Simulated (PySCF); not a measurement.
# SMILES [H]/N=C/OC=O, C₂H₃NO₂

Geometry (Å), atoms numbered from 1 in this order:
```xyz
8

N    -1.080    0.853   -0.459
C    -0.899   -0.159    0.244
O     0.320   -0.715    0.467
C     1.463   -0.222   -0.056
O     1.608    0.721   -0.757
H    -2.036    1.172   -0.550
H    -1.643   -0.760    0.786
H     2.276   -0.880    0.300
```

Computed, not measured: PySCF, GIAO B97-2/def2-SVPD magnetisability, rotational g tensor and spin-rotation constants, non-relativistic, gas phase. Geometry: GFN2-xTB.

Give the nuclear spin-rotation constants along the inertial axes (H = +C I·J) beside the isotropic shieldings.

Rotational constants 11.3285, 4.9433, 3.4415 GHz. A star marks the isotopologue with that one atom substituted, in its own axes.
```
atom  isotope  Caa (kHz)  Cbb (kHz)  Ccc (kHz)  mean (kHz)  σ (ppm)
  N1      14N      2.687      0.782      0.116       1.195      0.3
  H6       1H      1.467     -0.319     -0.452       0.232     21.9
  H7       1H      0.309     -0.150     -0.301      -0.047     23.7
  H8       1H      0.213     -0.124     -0.277      -0.063     23.7
  C2     13C*      5.685      1.203      0.753       2.547     47.5
  O3     17O*     -2.261     -2.023     -0.457      -1.580     92.7
  C4     13C*      5.518      1.188      0.830       2.512     46.2
  O5     17O*     -6.451     -2.914     -0.223      -3.196   -106.8
```
For the geometry as given, no vibrational averaging.
